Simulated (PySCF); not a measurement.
Species: PF3.
Bonds: P1–F2, P1–F3, P1–F4.

Computed with PBE0-D3(BJ)/def2-SVP geometry optimisation, gas phase (PySCF 2.14.0).

Problem. What internal coordinates does the optimisation give?

Solution. 
```
               bond  length (Å)
P1–F2, P1–F3, P1–F4       1.596
```

Bonds in one row agree within 0.01 Å and their mean is given. A selection of angles:
```
   angle  degrees
F2–P1–F3     97.2
```

All 3 F–P bonds measure 1.596 Å. P1 (phosphorus bonded to 3 F) is pyramidal (angles 97.3°, 97.3° and 97.2°, sum 291.8°, 0.80 Å off the plane of its three neighbours).

Point group: C3v (tolerance 0.08 Å). No frequency check.


Isothiofulminic acid, CHNS.
SMILES with atom numbers: `[C-:1]#[N+:2][SH:3]` (hydrogens: H4 on S3)

Level of theory: PBE0-D3(BJ)/def2-TZVP geometry optimisation, gas phase in PySCF.

(1) Give the optimised bond lengths and angles.

## Answers

(1) 
| bond | length (Å) |
| --- | --- |
| C1≡N2 | 1.173 |
| N2–S3 | 1.645 |
| S3–H4 | 1.346 |

A selection of angles:
| angle | degrees |
| --- | --- |
| C1–N2–S3 | 173.3 |
| N2–S3–H4 | 95.9 |

S3 (sulfur bonded to N and H) is bent (angle 95.9°).

Point group: Cs (tolerance 0.08 Å). No frequency check.

The run took 23 s of wall time on one thread, Arm Neoverse N1 (aarch64), shared host with 64 logical CPUs at a one-minute load of 41, and the process peaked at 0.40 GiB of memory. These figures are those of the optimisation.
